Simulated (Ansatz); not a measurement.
Input for Ansatz (development build ahead of 0.2.0):

```yaml
crystal:
  periodic: [false, false, false]
  atoms:
    - { symbol: Si, position_ang: [-0.00268, -0.00422, -1.16458] }
    - { symbol: Si, position_ang: [0.00844, -0.0051, 1.17491] }
    - { symbol: H, position_ang: [-0.00885, -1.40817, -1.68905] }
    - { symbol: H, position_ang: [-1.22169, 0.69493, -1.68585] }
    - { symbol: H, position_ang: [1.22247, 0.69862, -1.68326] }
    - { symbol: H, position_ang: [-0.00298, 1.41038, 1.69641] }
    - { symbol: H, position_ang: [-1.20716, -0.70574, 1.69352] }
    - { symbol: H, position_ang: [1.20722, -0.69627, 1.68894] }
basis:
  gaussian: { orbitals: def2-TZVP }
hamiltonian:
  xc: hf
correlation:
  method: mp2
  frozen_orbitals: { H: 0, Si: 5 }
```

The input is written out in the form of the current development build from the run's settings.

Output:

```
Converged                       : yes
Reference energy                : -581.36370 hartree
Correlation energy              : -0.24521 hartree
Total energy                    : -581.60891 hartree
Spin squared of the determinant : 0.000
```
